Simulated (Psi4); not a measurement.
The standard entropy of H2O (water) from a frequency calculation

A singlet with charge 0, relaxed at PBE0-D4/def2-TZVP (density fitting) (Psi4 1.11):

```xyz
3

O    -0.2543    0.1887   -0.0999
H     0.4764    0.5700    0.3914
H    -0.0923   -0.7571   -0.0940
```

Harmonic wavenumbers in cm⁻¹: 1623, 3852, 3960.

Masses in u: O 15.999, H 1.008. Take T = 298.15 K, p = 1 bar, R = 8.3145 J/(mol K), kT/hc = 207.22 cm⁻¹, rigid rotor and harmonic oscillator.

Q: Work out S° at 298 K.

A: 
1. Translation (Sackur–Tetrode): S = R[3/2 ln M + 5/2 ln T − 1.1517] with M = 18.015 gives 144.9 J/(mol K).
2. Rotation: principal moments 0.610, 1.169, 1.779 u Å² give A, B, C = 27.6364, 14.4157, 9.4739 cm⁻¹; the symmetry number is σ = 2; q = (√π/σ)√((kT/hc)³/ABC) = 43; S = R(ln q + 3/2) = 43.7.
3. Vibration: with u = ν̃/207.22, each mode gives R[u/(eᵘ − 1) − ln(1 − e⁻ᵘ)]; the sum is 0.0.
4. Spin: R ln 1 = 0.0.
5. Sum: 144.9 + 43.7 + 0.0 + 0.0 = 188.6 J/(mol K).

The tabulated value is 188.8 J/(mol K) (CRC Handbook of Chemistry and Physics): the model is off by -0.2.
